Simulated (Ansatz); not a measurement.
```yaml
crystal:
  periodic: [false, false, false]
  atoms:
    - {symbol: O, position_ang: [-0.123272, -0.357273, 3.336682]}
    - {symbol: S, position_ang: [0.184233, -0.307000, 0.470265]}
    - {symbol: O, position_ang: [2.705469, -1.803083, -1.054353]}
    - {symbol: F, position_ang: [-2.660872, -1.510860, -0.994403]}
    - {symbol: Cl, position_ang: [0.072120, 4.054703, -1.470550]}
basis:
  gaussian: {orbitals: def2-TZVPP}
hamiltonian: {xc: {name: HSE06}}
scf: {lower_state_search: off}
```

```sh
$ ansatz run in.yaml --threads 4 --pin off --events-out ev --progress --plain --max-ram 10444MiB
```

It prints (some lines left out):

```
Functional definition: HSE06
1098 factors; their error is unknown
63 factors; integrals over basis functions are off by at most 4.0e-6 eV
mean field evaluation 1: about -30035.6911 eV, gradient 1.5e2 eV
mean field evaluation 2: about -28356.3454 eV, gradient 6.3e2 eV
mean field evaluation 4: about -29805.7963 eV, gradient 1.7e2 eV
mean field evaluation 8: about -30126.9050 eV, gradient 2.2e1 eV
mean field evaluation 16: about -30131.9635 eV, gradient 9.0e-1 eV
mean field evaluation 32: about -30132.0977 eV, gradient 1.6e-1 eV
mean field -30132.09977116 eV, -1107.3342423192 hartree, gradient 1.8e-6 eV, S^2 0.000000; 0 other end points of the search recorded, 0 dependent functions left out
reference -30132.09981339 eV, -1107.3342438714 hartree; 29, 29 occupied and 148, 148 virtual orbitals, 1098 factors
Total energy: -30132.09981339 eV, -1107.3342438714 hartree
Checks for a lower state left out: stability, starts, cluster_reference, orbital_swaps, neighbouring_geometries, increment
```

Q: Something in this input is off. What?

A: The geometry is stretched to more than twice its size. Self-consistency was reached. The result belongs to that input, not to the molecule as meant.

HSE06 is defined as in plane-wave codes.
